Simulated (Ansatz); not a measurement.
Results of revPBE (PAW; Ansatz, a first-principles code) for fcc Ni.

Settings: plane-wave cutoff 520 eV, 26×26×26 k mesh, Fermi–Dirac smearing 0.05 eV, spin-polarised with parallel moments, scalar-relativistic PAW data made under PBE.

Response to compression and expansion:

| V (Å³/atom) | P (GPa) | moment (μB per cell of 1 atoms) |
|---|---|---|
| 10.456 | 13.21 | 0.63 |
| 10.679 | 8.28 | 0.64 |
| 10.901 | 3.89 | 0.65 |
| 11.123 | -0.01 | 0.66 |
| 11.346 | -3.49 | 0.66 |
| 11.568 | -6.57 | 0.67 |
| 11.791 | -9.32 | 0.67 |
